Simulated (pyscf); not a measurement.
Thermochemistry of product channels of H₂C=CH–F + F• on the doublet surface, in kcal/mol, from CCSD(T)/def2-TZVPP + ΔMP2(QZVPP) energies (ideal gas, 1 atm, RRHO with modes under 100 cm⁻¹ raised to 100, one conformer, R ln 2 for rigid chiral ones). Single points on ωB97X-D3(BJ)/def2-SVP structures (PySCF, gas phase). MP2 and CC: frozen core, UHF for open shells. ΔMP2 is the change of the MP2 total energy from the triple- to the quadruple-zeta basis.

| products | ΔE | ΔH(298 K) | ΔG(600 K) | ΔG(900 K) |
|---|---|---|---|---|
| :HC–F [singlet] + •H₂C–F | (withheld) | +42.7 | +34.8 | +31.0 |
| H₂C=C•–F + HF | -21.1 | -22.9 | -26.8 | -28.9 |
| F–CH•–CH₂–F | -45.3 | -44.1 | -28.2 | (withheld) |

Question: What belongs in the gaps?

Answer: 
- :HC–F [singlet] + •H₂C–F, ΔE: +46.3
- F–CH•–CH₂–F, ΔG(900 K): -20.2

These are energies of the channels, which say nothing of barriers. F–CH•–CH₂–F lies 11.4 kcal/mol over its isomer H₃C–C•(F)–F, and others may lie lower still (electronic energy, ωB97M-D3(BJ)). A restricted singlet here is unstable towards spin polarisation, as is usual where a triplet lies low; its energy is less safe. The CCSD(T) − MP2 part came from Ansatz, without density fitting, on the same reference. A UHF reference is spin-contaminated (<S²> up to 0.95), which harms MP2 most. Left out: orbital degeneracy and the spin-orbit lowering of F.
